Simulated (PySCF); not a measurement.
Level of theory: PBE-D3(BJ)/def2-TZVP // BP86-D3(BJ)/def2-SVP (PySCF). All species are isolated molecules in the gas phase. 

Reference species (SMILES): `N` (neutral, multiplicity 1).

```json
{
 "HOMO": "-6.15 eV",
 "HOMO–LUMO gap": "6.28 eV"
}
```

Changed species: `C(#N)C` (free base CH3CN; the reference has free base NH3).

### Question
Give the shifts of the HOMO and HOMO–LUMO gap.

### Answer
the HOMO falls by 1.86 eV, to -8.01 eV; the HOMO–LUMO gap goes up by 1.32 eV, to 7.60 eV.
